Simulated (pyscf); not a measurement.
H₃Si–O–AsH₂ (SMILES [SiH3]O[AsH2]) + H₂ (SMILES [H][H]) -> HO–AsH₂ (SMILES O[AsH2]) + SiH₄ (SMILES [SiH4]), a four-centre exchange (singlet surface; O–Si, H–H broken, H–O, H–Si formed). Single points on ωB97X-D3(BJ)/def2-SVP structures (PySCF, gas phase). Energies in eV from the separated reactants.

Small-basis levels: PySCF, no dispersion term, spherical d functions. AM1 to PM7: differences of heats of formation from MOPAC, which are fitted to 298 K values and so differ in kind from electronic energies by zero-point and thermal terms. GFN2-xTB: tblite. Cost: rough CPU time at the saddle relative to B3LYP/6-31G*+LANL2DZ, from one job on a shared machine.

| level | barrier | reaction energy | cost |
|---|---|---|---|
| HF/STO-3G | 3.12 | +0.19 | 0.08 |
| SVWN5/6-31G*+LANL2DZ | 1.36 | +0.77 | 1 |
| B3LYP/LANL2DZ | 1.88 | +0.32 | 0.7 |
| PBE/def2-SVP | ___ | +0.57 | 2 |
| B3LYP/def2-SVP | ___ | +0.61 | 2 |
| GFN2-xTB | 2.00 | +0.64 | under 0.02 |
| AM1 | 2.22 | +0.43 | under 0.02 |
| PM3 | 3.40 | +1.60 | under 0.02 |
| PM7 | 3.71 | +3.26 | under 0.02 |
| ωB97M-D3(BJ)/def2-TZVP | ___ | +0.77 | – |

### Question
Fill in the missing entries.

### Answer

- PBE/def2-SVP, barrier: 1.62
- B3LYP/def2-SVP, barrier: 1.99
- ωB97M-D3(BJ)/def2-TZVP, barrier: 2.18

Against the last row the barrier runs from -0.83 (SVWN5/6-31G*+LANL2DZ) to +1.52 eV (PM7). ωB97M-D3(BJ)/def2-TZVP has limits of its own. H₃Si–O–AsH₂ lies 0.46 eV over its isomer HO–SiH₂–AsH₂ (electronic energy, ωB97M-D3(BJ)/def2-TZVP). This is the saddle that the search found; another between the same sides may lie lower. In the def2 sets elements up to Kr have no core potential.
